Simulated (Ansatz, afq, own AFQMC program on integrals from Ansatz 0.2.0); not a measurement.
Integrals from Ansatz 0.2.0, then the random walk in our own AFQMC program (afq).

```yaml
crystal:
  periodic: [false, false, false]
  atoms:
    - {symbol: B, position_ang: [0.000000, 0.000000, 0.000000]}
    - {symbol: H, position_ang: [0.000000, 0.000000, 1.262771]}
basis:
  gaussian: {orbitals: aug-cc-pVDZ}
total_charge: -1
magnetization: {spin_polarized: true, initial_magnetization: 1}
correlation: {method: ccsd_t, electrons: outside_noble_gas, hamiltonian_folder: ham}
```

```sh
$ ansatz run in.yaml --threads 1 --pin off --events-out ev --progress --plain --max-ram 15360MiB --backend cuda --devices 0, --max-vram 18GiB
```

afq runs on the folder ham with

```
--method free --trial cisd --walkers 4000 --time-step 0.03 --max-blocks 4000 --target-error 0.00028 --factor-cut 1e-05 --seed 1008 --times 0,0.3,0.6,1.2,1.8,2.4,3.6,4.8,6 --taylor-order 8
```

Times are imaginary, in 1/Eh. The walk had a cap of 61 s.

Output of the walk:

```
orbitals 31  electrons 3 2  factors 219 of 315
reference energy -25.11403713 Eh
CCSD correlation -0.09954685 Eh in 20 cycles, weight of the determinant in the CISD state 0.7957
repeat  energy at the last time / Eh  error
    10  -25.218419  0.000172
    20  -25.218371  0.000102
    30  -25.218284  0.000077
time / (1/Eh)  energy / Eh  error  mean overlap
  0.00  -25.213560  0.000013  1.2565
  0.30  -25.215294  0.000025  1.2565
  0.60  -25.216240  0.000028  1.2585
  1.20  -25.217189  0.000030  1.2625
  1.80  -25.217650  0.000038  1.2648
  2.40  -25.217877  0.000040  1.2676
  3.60  -25.218069  0.000042  1.2767
  4.80  -25.218133  0.000046  1.2861
  6.00  -25.218278  0.000075  1.2946
energy -25.218278 +/- 0.000075 Eh
```

The run passed its tests (error under three times the target), which doesn't prove that it has relaxed.

Against this walk (error 2.0 meV) on the same determinant: CCSD(T) 36.1 meV higher, CCSDT(Q) 3.8 meV lower (within the noise), CCSDTQ 4.2 meV lower, full CI 4.4 meV lower. The error is statistical, and a free projection of finite length keeps a remainder of its start. The determinant has ⟨S²⟩ = 1.10, so the low cluster orders mix in higher spin, and so can this walk. The projection is still falling at its last time (meV from the last point: 17.1 ± 1.0 at 1.80, 10.9 ± 1.1 at 2.40, 5.7 ± 1.1 at 3.60, 3.9 ± 1.2 at 4.80, 0.0 ± 2.0 at 6.00), so its energy is a cut-off value, and the gaps above aren't errors of the other methods. The determinant is a poor start (see the cautions), so the low cluster orders aren't to be relied on, and full CI is the sure value.

Cautions: remainder of the start not in the error; start is not spin pure; strong correlation (T1 0.110, weight of the determinant 0.80, largest double 0.08); unrestricted determinant spin contaminated (⟨S²⟩ 1.10 against 0.75).

The walk took 30 s on 1 × NVIDIA H100 80GB HBM3 with 2 threads of AMD EPYC 7R13 Processor (Zen 3), with other jobs on the host (the card was shared). The log's last line is the free-projection energy.

CCSDT and higher add their correlation energy to the determinant of the CCSD(T) run, since their own runs factorise the integrals more tightly (a shift of under 2 meV).
